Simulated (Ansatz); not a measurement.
A made-up structure of BH4SO (charge +1), singlet:

```csv
atom,x (Å),y (Å),z (Å)
O1,1.5043,-0.4625,1.0154
B2,-0.1609,-0.0979,0.6792
S3,-0.6458,0.2414,-0.6641
H4,-1.9591,0.5201,-0.8811
H5,0.1242,0.3108,-1.7830
H6,-1.0301,-0.0894,1.4784
H7,1.8699,-0.3623,0.1225
```

It is relaxed with PBE-D4/def2-SVP and then PBE0-D4/def2-TZVP (Ansatz 0.2.0). Atoms count as bonded within 1.22 times the sum of their covalent radii (H–H: 0.88 Å). The end point is not checked to be a true minimum.

Problem. Does its bonding change? (Judge from chemistry; the calculation decides.)

Solution. Computed: No: no bond forms or breaks.

Where it ends: The first stage lowers the energy by 4.85 eV in 11 steps. It ends as BH₄SO ([OH][BH][SH2]), total charge +1:
```
7
angstrom
O 1.2107 -0.5121 0.9107
B -0.0210 -0.1130 0.7768
S -0.6167 0.8743 -0.8296
H -1.8368 0.3018 -0.9225
H -0.0606 0.1258 -1.8082
H -0.8898 -0.2220 1.5736
H 1.9167 -0.3947 0.2665
```

Labels in which every atom is bracketed show which atoms are joined, not bond orders.

For scale, one of the runs: PBE0-D4/def2-TZVP relaxation, 123 basis functions, launched by `ansatz run in.yaml --threads 2 --pin off --events-out ev --progress --plain --max-ram 4352MiB`. The run took about 14 s on 2 CPU threads of an Intel Xeon Platinum 8259CL (shared host).
